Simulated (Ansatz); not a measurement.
# C6H12: vertical ionisation energy

One table from this session's results is given with a row withheld; the runs are named, their logs left out.

Program: Ansatz 0.2.0, Gaussian basis. Level of theory: unrestricted cation, the program's frozen cores in correlated methods. These are calculated values, not measurements.

The runs, in order: UKS PBE-D4/def2-TZVPP; UKS r2SCAN-D4/def2-TZVPP; UKS PBE0-D4/def2-TZVPP; UKS B3LYP-D4/def2-TZVPP; UKS wB97X-V/def2-TZVPP; UKS wB97M-V/def2-TZVPP; UKS B2PLYP/def2-TZVPP; UHF-CCSD(T)/def2-TZVPP; UHF-MP2/def2-QZVPP; extrapolation to the limit; then −ε(HOMO) from the neutral's earlier runs with LDA (SPW92), PBE-D4, revPBE-D4, BLYP-D4, r2SCAN-D4, B97M-V, PBE0-D4, B3LYP-D4, r2SCANh-D4, r2SCAN0-D4, HSE06-D4, BHLYP-D4, CAM-B3LYP-D4, LC-ωPBE, ωB97X-V, ωB97M-V.

## The geometry

The geometry comes from an earlier relaxation with PBE0-D4 in a triple-zeta def2 set; it is a stationary point, not always the lowest conformer.

18 atoms, charge 0, spin multiplicity 1.

Atoms are counted from 1 here; the program's logs count them from 0.

Bond lengths: C1–C2 1.329 Å, C1–H7 1.085 Å, C1–H8 1.085 Å, C2–C3 1.497 Å, C2–C4 1.510 Å, C3–H9 1.094 Å, C3–H10 1.094 Å, C3–H11 1.091 Å, C4–C5 1.527 Å, C4–C6 1.527 Å, C4–H12 1.096 Å, C5–H13 1.093 Å, C5–H14 1.092 Å, C5–H15 1.093 Å, C6–H16 1.092 Å, C6–H17 1.093 Å, C6–H18 1.093 Å. Angles: C2–C1–H7 121.4°, C2–C1–H8 121.6°, H7–C1–H8 117.0°, C1–C2–C3 121.4°, C1–C2–C4 120.8°, C3–C2–C4 117.8°, C2–C3–H9 111.4°, C2–C3–H10 111.4°, C2–C3–H11 111.0°, H9–C3–H10 106.7°, H9–C3–H11 108.0°, H10–C3–H11 108.0°, C2–C4–C5 111.9°, C2–C4–C6 111.9°, C2–C4–H12 106.6°, C5–C4–C6 110.6°, C5–C4–H12 107.7°, C6–C4–H12 107.7° and more.

Set-up of the first run:

Contents of in.yaml:

```yaml
crystal:
  periodic: [false, false, false]
  atoms:
    - {symbol: C, position_ang: [-0.859808, -1.751698, 0.922814]}
    - {symbol: C, position_ang: [-0.090338, -0.733682, 0.549902]}
    - {symbol: C, position_ang: [1.254033, -0.505594, 1.168507]}
    - {symbol: C, position_ang: [-0.548741, 0.232629, -0.515990]}
    - {symbol: C, position_ang: [0.368594, 0.213425, -1.736071]}
    - {symbol: C, position_ang: [-0.693016, 1.652434, 0.026254]}
    - {symbol: H, position_ang: [-1.833909, -1.916970, 0.474394]}
    - {symbol: H, position_ang: [-0.543188, -2.453546, 1.687116]}
    - {symbol: H, position_ang: [1.310247, 0.475027, 1.650730]}
    - {symbol: H, position_ang: [2.049098, -0.533365, 0.417313]}
    - {symbol: H, position_ang: [1.472938, -1.264621, 1.920283]}
    - {symbol: H, position_ang: [-1.540228, -0.103813, -0.838572]}
    - {symbol: H, position_ang: [-0.036846, 0.848446, -2.527859]}
    - {symbol: H, position_ang: [0.478187, -0.798022, -2.133677]}
    - {symbol: H, position_ang: [1.364844, 0.592010, -1.492498]}
    - {symbol: H, position_ang: [-1.348830, 1.678376, 0.899396]}
    - {symbol: H, position_ang: [0.275028, 2.069406, 0.316562]}
    - {symbol: H, position_ang: [-1.115867, 2.310759, -0.736902]}
basis:
  gaussian: {orbitals: def2-TZVPP}
total_charge: 1
magnetization: {spin_polarized: true, initial_magnetization: 1}
hamiltonian: {xc: pbe, dispersion: d4}
```

The run is started by

```
ansatz run in.yaml --threads 2 --pin off --events-out ev --progress --plain --max-ram 32768MiB --backend cuda --devices 0, --max-vram 18GiB
```

Among the steps run: Cation, UKS PBE-D4/def2-TZVPP; Cation, UKS r2SCAN-D4/def2-TZVPP; Cation, UKS PBE0-D4/def2-TZVPP; Cation, UKS B3LYP-D4/def2-TZVPP; Cation, UKS wB97X-V/def2-TZVPP; Cation, UKS wB97M-V/def2-TZVPP; Cation, UKS B2PLYP (frozen core)/def2-TZVPP; Cation, UHF-CCSD(T)/def2-TZVPP; Cation, UHF-MP2/def2-QZVPP.

One table of the session follows, with a row left open; its other results are not shown here.

It belongs to the step «Ionisation energies side by side». For comparison, −ε(HOMO) of the neutral from earlier runs:

```
  functional  −ε(HOMO) (eV)
 LDA (SPW92)           6.09
      PBE-D4           5.92
   revPBE-D4           5.86
     BLYP-D4           5.77
   r2SCAN-D4           6.10
      B97M-V           6.14
     PBE0-D4           7.03
    B3LYP-D4           6.81
  r2SCANh-D4           6.52
  r2SCAN0-D4           7.16
    HSE06-D4           6.63
    BHLYP-D4           7.99
CAM-B3LYP-D4           8.36
     LC-ωPBE           9.74
     ωB97X-V              ?
     ωB97M-V           9.28
```

**Question.** Estimate the row for ωB97X-V.

**Answer.** −ε(HOMO) (eV): 9.36. In the column «−ε(HOMO) (eV)» it lies between ωB97M-V (9.28) and LC-ωPBE (9.74).
